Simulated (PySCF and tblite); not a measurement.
Results of a calculation; reference values are marked as such.
C4H9N, numbered as in [CH3:1][NH:2][CH:3]1[CH2:4][CH2:5]1.

Conformers came from 90 starts (ETKDG and KDG, MMFF94s, GFN2-xTB); geometries are GFN2-xTB. Energies: PBE0-D3(BJ)/def2-TZVP (IEF-PCM, chloroform), with GFN2-xTB thermal terms (modes under about 100 cm⁻¹ blended into free rotors). Symmetry numbers and mirror images are counted. Conformers within 2.5 kcal/mol (GFN2-xTB free energy) were kept, 5 at most. Couplings: B3LYP/6-31G* with pcJ-1 on H (gas phase; spin-dipole term only for pairs with B, N, F, Si or P). Couplings are for ¹H. H–H couplings come out 0.1 to 0.9 Hz lower than with pcJ-1 on all atoms. Of two unlike H on one atom, a is the less shielded (KT3/pcSseg-1 (IEF-PCM, chloroform)). Codes: tblite and PySCF.

Torsions listed: C1–N2–C3–C4. Of a mirror pair one member is shown.

```csv
conformer,shape,weight %
1,-158°,95.3
2,-153°,4.7
```

Q: Give the couplings in each conformer and the averages at 298.15 K (pairs that fast motion interchanges averaged).

A: 
```json
{"coupling": "²J(H1,H1)", "pairs": "3", "1": "-12.1", "2": "-12.1", "average (Hz)": "-12.1"}
{"coupling": "³J(H1,H2)", "pairs": "3", "1": "6.4", "2": "6.4", "average (Hz)": "6.4"}
{"coupling": "³J(H2,H3)", "pairs": "1", "1": "0.6", "2": "12.2", "average (Hz)": "1.1"}
{"coupling": "³J(H3,H4b)", "pairs": "2", "1": "2.8", "2": "3.5", "average (Hz)": "2.9"}
{"coupling": "³J(H3,H4a)", "pairs": "2", "1": "7.2", "2": "7.9", "average (Hz)": "7.2"}
{"coupling": "²J(H4b,H4a)", "pairs": "2", "1": "-6.2", "2": "-7.4", "average (Hz)": "-6.3"}
{"coupling": "³J(H4b,H5a)", "pairs": "2", "1": "5.8", "2": "5.9", "average (Hz)": "5.8"}
{"coupling": "³J(H4b,H5b)", "pairs": "1", "1": "11.2", "2": "11.4", "average (Hz)": "11.2"}
{"coupling": "³J(H4a,H5a)", "pairs": "1", "1": "10.1", "2": "10.7", "average (Hz)": "10.1"}
```
